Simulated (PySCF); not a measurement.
Compound: MgO (singlet state).
Geometry (PBE0-D3(BJ)/def2-TZVP, Å), atoms numbered from 1 in this order:
```xyz
2
MgO angstrom
O      0.930   -0.043    0.008
Mg    -0.801    0.010   -0.015
```

The calculation used TDDFT CAM-B3LYP/aug-cc-pVTZ, vertical, gas phase, core orbitals frozen in the response in PySCF 2.14.0, density-fitted response routines. Geometry: PBE0-D3(BJ)/def2-TZVP; no solvent, vibrations or thermal averaging.

Computed states:

| state | E (eV) | f |
| --- | --- | --- |
| S1 | 0.73 | 0.0025 |
| S2 | 0.73 | 0.0025 |
| S3 | 2.94 | 0.144 |
| S4 | 4.43 | 0.0000 |
| S5 | 4.49 | 0.0000 |
| S6 | 4.49 | 0.0000 |
| S7 | 5.19 | 0.108 |
| S8 | 5.19 | 0.108 |
| S9 | 5.55 | 0.257 |

Broadening: Gaussians 0.4 eV wide at half height, area fixed by f = 4.319×10⁻⁹ ∫ε dν̃. The cross-section is σ = 3.8235×10⁻²¹ ε cm², given in Mb (10⁻¹⁸ cm²). The width is an assumption, not a result. The curve ends short of the highest state used, and states not computed would add to its high-energy end.

Task: Give the broadened spectrum and its maxima.

Result: 
| E (eV) | σ (Mb) |
| --- | --- |
| 0.20 | 0.01 |
| 0.31 | 0.06 |
| 0.42 | 0.25 |
| 0.53 | 0.65 |
| 0.64 | 1.12 |
| 0.75 | 1.26 |
| 0.86 | 0.94 |
| 0.97 | 0.46 |
| 1.08 | 0.15 |
| 1.19 | 0.03 |
| 1.30 | 0.00 |
| 1.41 | 0.00 |
| 1.52 | 0.00 |
| 1.63 | 0.00 |
| 1.74 | 0.00 |
| 1.86 | 0.00 |
| 1.97 | 0.00 |
| 2.08 | 0.00 |
| 2.19 | 0.00 |
| 2.30 | 0.03 |
| 2.41 | 0.26 |
| 2.52 | 1.64 |
| 2.63 | 6.70 |
| 2.74 | 18.00 |
| 2.85 | 31.78 |
| 2.96 | 36.91 |
| 3.07 | 28.18 |
| 3.18 | 14.14 |
| 3.29 | 4.67 |
| 3.40 | 1.01 |
| 3.51 | 0.14 |
| 3.62 | 0.01 |
| 3.73 | 0.00 |
| 3.84 | 0.00 |
| 3.95 | 0.00 |
| 4.06 | 0.00 |
| 4.17 | 0.00 |
| 4.28 | 0.00 |
| 4.39 | 0.00 |
| 4.50 | 0.01 |
| 4.61 | 0.16 |
| 4.72 | 1.17 |
| 4.83 | 5.72 |
| 4.95 | 20.22 |

Maxima: 1702 nm (0.73 eV), ε about 330, made up of S1 (50%) and S2 (50%); 421 nm (2.94 eV), ε about 9700, made up of S3 (100%) (ε in L mol⁻¹ cm⁻¹; maxima over ε = 5, shares over 10%). At its high-energy end, 4.95 eV, the curve is still rising (ε about 5300, from S7 and S8).

Task: What would ε be at 2.94 eV, the highest of these maxima, with half the width (0.2 eV)?

Result: About 19400 L mol⁻¹ cm⁻¹ against 9690, a factor of about 2.00; a lone state at its own centre would give exactly 2.

Task: Does any computed singlet lie in the visible range?

Result: S3 lies in the visible range (380 to 750 nm), at 421 nm, f = 0.144; light of that wavelength is violet, and its complementary colour is yellow-green.

Task: Coming from long wavelengths, where does ε first pass 100 L mol⁻¹ cm⁻¹?

Result: At about 2661 nm (0.47 eV), 0.26 eV below S1.
